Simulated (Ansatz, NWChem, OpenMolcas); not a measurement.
**How basis sets differ on Li2 (lithium dimer)**

Li2 has 2 atoms, charge 0, and is taken as a singlet. SMILES: `[Li][Li]`. The bond length is the measured one.

```xyz
2

Li    0.0000    0.0000    0.0000
Li    0.0000    0.0000    2.6729
```

Quantity: the HOMO–LUMO gap, in eV. The values are calculated.

```csv
level,kind,program,value (eV)
HF/STO-3G,Hartree–Fock,Ansatz,6.32
HF/3-21G,Hartree–Fock,Ansatz,5.18
HF/6-31G,Hartree–Fock,OpenMolcas,5.32
HF/def2-SVP,Hartree–Fock,NWChem,5.10
HF/x2c-SVPall (sfX2C),Hartree–Fock,Ansatz,5.11
UHF/3-21G,Hartree–Fock,OpenMolcas,5.45
UHF/6-31G,Hartree–Fock,OpenMolcas,5.71
HF/6-31G* (spherical functions),Hartree–Fock,NWChem,5.31
HF/aug-cc-pVTZ,Hartree–Fock,OpenMolcas,5.03
```

The values span 5.03 to 6.32 eV. Spin contamination of the reference (⟨S²⟩ at least 0.1 too high) touches UHF/3-21G, UHF/6-31G. A Hartree–Fock LUMO above zero doesn't converge with the basis: it sinks as sets grow more diffuse. Orbital gaps aren't excitation energies.
